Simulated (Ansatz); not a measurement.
Reaction: C2H7S+ (SMILES C[SH+]C) → C2H7S+ (SMILES [SH2+]CC)
Each species at its own B3LYP-D3(BJ)/def2-TZVP minimum (Ansatz, a first-principles code).

Total energies in hartree (Ansatz). Radicals and triplets start from unrestricted determinants; spin-orbit coupling is neglected. Cores are frozen in correlated methods. No relativity.

| species | HF/cc-pV(T+d)Z | CCSD(T)/cc-pV(T+d)Z | HF/cc-pV(Q+d)Z | CCSD(T)/cc-pV(Q+d)Z | CCSD(T)/cc-pV(D+d)Z | CCSDT(Q)/cc-pV(D+d)Z |
|---|---|---|---|---|---|---|
| 1: C2H7S+ (SMILES C[SH+]C) | -477.13645 | -477.73655 | -477.14558 | -477.77837 | -477.58508 | -477.58693 |
| 2: C2H7S+ (SMILES CC[SH2+]) | -477.12272 | -477.72446 | -477.13182 | -477.76564 | -477.57680 | -477.57862 |

Task: Work out the isomerisation energy (electronic) in kJ/mol: take Hartree-Fock from cc-pV(Q+d)Z, extrapolate the CCSD(T) correlation energy as X^-3 (X = 3, 4), and add CCSDT(Q) - CCSD(T) in cc-pV(D+d)Z. 1 hartree = 2625.5 kJ/mol.

Result: 
Species 1: correlation (64·(-0.63279) - 27·(-0.60010))/37 = -0.65664; step -0.00185; E1 = -477.14558 + (-0.65664) + (-0.00185) = -477.80407
Species 2: correlation (64·(-0.63382) - 27·(-0.60174))/37 = -0.65723; step -0.00182; E2 = -477.13182 + (-0.65723) + (-0.00182) = -477.79087
-1·E1 +1·E2 = 0.01320 hartree = 34.7 kJ/mol.
